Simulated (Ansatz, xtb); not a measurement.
# C5H10 (SMILES C/C=C/CC): methods side by side

C5H10 has 15 atoms, charge 0, and is taken as a singlet. As SMILES, `C/C=C/CC`. The shape is that of a PBE0-D4/def2-TZVP optimisation. This is one conformer, not always the lowest.

Each level gives the atomisation enthalpy at 298 K (kJ/mol). The values are calculated. The thermal term (zero-point and 298 K enthalpy, harmonic and unscaled) is that of GFN1-xTB; the spin-orbit lowering of the free atoms at 298 K, 0.1 kJ/mol by their spectra, is taken off.

Measured value to compare with: CRC Handbook of Chemistry and Physics gives the atomisation enthalpy at 298 K of the gas as 5796 kJ/mol.

```tsv
level	kind	program	value (kJ/mol)	computed − measured	CPU time (all runs)
HF/cc-pVDZ	Hartree–Fock	Ansatz	4275	-1521	6.7 s
SVWN5/cc-pVDZ	LDA	Ansatz	6516	+720	9.1 s
PBE/cc-pVDZ	GGA	Ansatz	5821	+25	13 s
r2SCAN/cc-pVDZ	meta-GGA	Ansatz	5732	-64	23 s
CAM-B3LYP/cc-pVDZ	range-separated hybrid	Ansatz	5723	-73	16 s
wB97X/cc-pVDZ	range-separated hybrid	Ansatz	5719	-77	44 s
B2PLYP/cc-pVDZ	double hybrid	Ansatz	5604	-192	20 s
CCSD/cc-pVDZ	coupled cluster or CI	Ansatz	5341	-455	64 s
```

Nearest: PBE/cc-pVDZ (+25 kJ/mol); farthest: HF/cc-pVDZ (-1521 kJ/mol). Computed less measured by kind, in kJ/mol (of the ab initio rows, those in cc-pVDZ): Hartree–Fock -1521; LDA +720; GGA +25; meta-GGA -64; range-separated hybrid -77 to -73; double hybrid -192; coupled cluster or CI -455. In a finite basis correlated wave-function methods underbind, so their errors here aren't those of the basis-set limit. Times are those of the runs behind each value, whatever else they computed, on shared processors of several kinds: orders of magnitude only.
